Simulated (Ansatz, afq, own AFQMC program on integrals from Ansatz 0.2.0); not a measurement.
## SiGeH4O, singlet in def2-TZVP, levels against AFQMC with the constraint released

```xyz
7

O     1.3685    1.6639    0.3217
Ge    1.3390   -0.0836    0.7044
Si   -0.9195   -0.5383   -0.3010
H     0.5827    2.0217   -0.1095
H    -1.6595    0.7379   -0.6006
H    -0.7549   -1.2668   -1.6049
H    -1.8001   -1.3861    0.5684
```

Basis def2-TZVP. Noble-gas cores (and the filled d shells of Ga–Kr and In–Xe) are frozen. AFQMC by an in-house program on the Cholesky factors that Ansatz 0.2.0 writes for its CCSD(T) run. The CISD trial takes its coefficients from CCSD amplitudes. Released means that phaseless walkers are propagated on without the constraint, phases kept. ± is one standard error of the sampling. No spin–orbit coupling.

Determinant: UHF, the one that the program's search chose, which needn't be the lowest solution. The geometry is a PBE0/def2-SVP stationary point of this or a neighbouring charge and spin state.

No full CI on the walks' own integrals is used here. The released AFQMC energy serves as the reference, which it does only where one determinant dominates, the energy is flat over the last release times and near the phaseless one (40 meV or 2 meV an electron, half that with transition metals). On small molecules, where full CI could be run and the noise was under 10 meV, such values lay within 10 meV of it in 19 cases of 20, a flattering rate, since the rule was set on those same cases; what remains of the bias isn't in the error bar.

Cautions: no relativity below Rb; no spin-orbit coupling; inner d shell frozen; the determinant is a saddle point among determinants of its kind; the released value is read at 0.99 1/Eh with a noise of 11 meV, more than in the cases checked, later times being too noisy (meV from the phaseless value at times in 1/Eh: -10 ± 9 at 0.24, -27 ± 10 at 0.51, -11 ± 11 at 0.99, -33 ± 22 at 1.50).

```
T1 diagnostic                               : 0.0181
weight of the determinant in the CISD state : 0.812
⟨S²⟩ of the determinant                     : 0.000
size of the correlated space                : 18 electrons in 120 orbitals
```

Reference: AFQMC with the constraint released, correlation energy -13.989 ± 0.011 eV.

```json
{"level": "HF", "E − E(reference) (kJ/mol)": "1349.7 ± 1.0", "share of correlation (%)": "0.00"}
{"level": "MP2", "E − E(reference) (kJ/mol)": "155.0 ± 1.0", "share of correlation (%)": "88.52"}
{"level": "CCSD", "E − E(reference) (kJ/mol)": "54.7 ± 1.0", "share of correlation (%)": "95.95"}
{"level": "CCSD(T)", "E − E(reference) (kJ/mol)": "5.6 ± 1.0", "share of correlation (%)": "99.59"}
{"level": "ph-AFQMC/CISD", "E − E(reference) (kJ/mol)": "1.0 ± 1.4", "share of correlation (%)": "99.92"}
```

Released energies are given only where the last usable release times agree within the noise; a slower fall can still hide under it.
